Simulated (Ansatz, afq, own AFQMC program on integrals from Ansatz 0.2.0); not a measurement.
**F, doublet: AFQMC among the cluster methods**

A free F atom.

Basis cc-pVQZ. Only valence electrons are correlated. Integrals, coupled cluster, full CI and functionals: Ansatz 0.2.0; the random walks run on the same integrals in our own AFQMC program. The CISD trial takes its coefficients from CCSD amplitudes. Released means that phaseless walkers are propagated on without the constraint, phases kept. Free AFQMC starts from the CCSD state and is never constrained. Its projection time is finite, and what remains of the start isn't in its error. Uncertainties: one standard error, sampling alone.

Determinant: UHF, the one that the program's search chose, which needn't be the lowest solution.

No full CI on the walks' own integrals is used here; CCSDT(Q) serves as the reference and is uncertain by about the last step of the cluster series.

```
T1 diagnostic                               : 0.0058
weight of the determinant in the CISD state : 0.963
⟨S²⟩ of the determinant                     : 0.754
size of the correlated space                : 7 electrons in 54 orbitals
```

```csv
level,correlation energy (eV)
MP2,-6.0256
CCSD,-6.3091
CCSD(T),-6.4352
```

Q: Estimate where phaseless AFQMC with the Hartree–Fock trial lies against CCSD(T) on the same integrals.

A: 62.7 ± 19.9 meV above CCSD(T).

Reference: CCSDT(Q), correlation energy -6.443 eV. The released energy is read at 1.00 1/Eh, later times being too noisy (meV from the phaseless value at times in 1/Eh: -1.3 ± 1.1 at 0.24, -2.4 ± 1.6 at 0.50, -2.8 ± 1.3 at 1.00, -10 ± 6 at 1.50).

| level | E − E(reference) (meV) | share of correlation (%) |
| --- | --- | --- |
| CCSD(T) | 7.7 | 99.88 |
| CCSDT | 2.5 | 99.96 |
| ph-AFQMC/HF | 70.4 ± 19.9 | 98.91 |
| ph-AFQMC/CISD | 4.7 ± 1.7 | 99.93 |
| released AFQMC | 1.9 ± 1.3 | 99.97 |
| free AFQMC | 2.5 ± 4.9 | 99.96 |

Free projections are given only where their last times agree within the noise and don't stop above the reference; a slow remainder of the start can still hide under it. A walk keeps the symmetry of its determinant, which the program's search chose and which needn't be the lowest solution, so a lower state of the same spin and another symmetry isn't excluded. Released energies are given only where the last usable release times agree within the noise; a slower fall can still hide under it.
